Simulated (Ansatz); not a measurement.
Predict the output of the script below (Ansatz 0.2.0, Python API).

`run_conformers.py`:
```python
# -*- coding: utf-8 -*-
import ansatz
from rdkit import Chem
from rdkit.Chem import AllChem

rd = Chem.AddHs(Chem.MolFromSmiles('NC=CS'))
ids = list(AllChem.EmbedMultipleConfs(rd, numConfs=20, randomSeed=657, pruneRmsThresh=0.4))
field = [energy for _, energy in AllChem.MMFFOptimizeMoleculeConfs(rd)]
distinct = {round(e, 2): i for i, e in zip(ids, field)}
chosen = sorted(distinct.items())[:3]
found = []
for force_field, index in chosen:
    mol = ansatz.Crystal.molecule()
    for atom, xyz in zip(rd.GetAtoms(), rd.GetConformer(index).GetPositions()):
        mol = mol.atom(atom.GetSymbol(), xyz.round(5).tolist())
    base = mol.calculation()
    base = base.basis(gaussian='def2-SVP')
    base = base.functional('r2scan')
    found.append(base.run().report['free_energy_ev'])
print('conformer   MMFF (kcal/mol)   this level (kcal/mol)')
for (force_field, index), e in zip(chosen, found):
    print(f'{index:9d} {force_field - chosen[0][0]:17.2f} {23.060548 * (e - min(found)):17.3f}')
```

```console
$ python run_conformers.py
conformer   MMFF (kcal/mol)   this level (kcal/mol)
        1              0.00             0.000
        0              0.69             3.864
```

The conformers keep their force-field geometries. Hardware and time: 9.8 s on 1 thread of Arm Neoverse V1, with other jobs on the host, peak memory 0.25 GiB.
